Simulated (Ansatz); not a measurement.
# C2H5N2, SMILES [N]=CCN: a single point from an input written key by key

Program: the Python package of Ansatz (0.2.0).

The script reads `input.yaml`:
```yaml
crystal:
  periodic: [false, false, false]
  atoms:
    - { symbol: "N", position_ang: [1.6325, 0.1478, -1.0931] }
    - { symbol: C, position_ang: [1.1368, 0.0368, 0.0839] }
    - { symbol: C, position_ang: [-0.2466, -0.5153, 0.2797] }
    - { symbol: "N", position_ang: [-1.2608, 0.387, -0.2611] }
    - { symbol: H, position_ang: [1.747, 0.2835, 0.9466] }
    - { symbol: H, position_ang: [-0.432, -0.6599, 1.3656] }
    - { symbol: H, position_ang: [-0.327, -1.5064, -0.2166] }
    - { symbol: H, position_ang: [-1.102, 0.4993, -1.289] }
    - { symbol: H, position_ang: [-1.148, 1.3273, 0.1839] }
magnetization:
  spin_polarized: true
  initial_magnetization: 1
basis:
  gaussian: { orbitals: cc-pVDZ }
hamiltonian:
  xc: pbe
```

`c2h5n2.py`
```python
import ansatz as az


def main() -> None:
    session = az.Session.from_deck('input.yaml')
    rep = session.plan(threads=1).execute().report

    for key in ('converged', 'free_energy_ev', 'reference_energy_ev', 'n_frozen', 'n_occupied', 'n_virtual'):
        print(f'{key:22s} {rep[key]}')
    symbols = ['N', 'C', 'C', 'N', 'H', 'H', 'H', 'H', 'H']
    state = rep['mean_field']['state']
    print(f'mean field: {state["energy"]["hartree"]:.7f} Ha, <S^2> = {abs(state["spin_squared"]):.4f}, stability: {state.get("stability", {}).get("kind")}')


if __name__ == '__main__':
    main()
```

```console
$ python c2h5n2.py
converged              True
free_energy_ev         -5126.979127905588
reference_energy_ev    -5126.979127905588
n_frozen               0
n_occupied             [16, 15]
n_virtual              [65, 66]
mean field: -188.4130078 Ha, <S^2> = 0.7577, stability: minimum
```

Reading the output:
- Total energies depend on the basis set; only differences at equal settings carry meaning.
- The geometry is a force-field or estimated start, not a minimum of this method, and the basis set is short of its limit.
- The run takes the species as open-shell (spin multiplicity 2), which needn't be its ground state.
- The whole script took 2.5 s on 1 thread of Arm Neoverse V2 (shared host), peak memory 0.17 GiB.
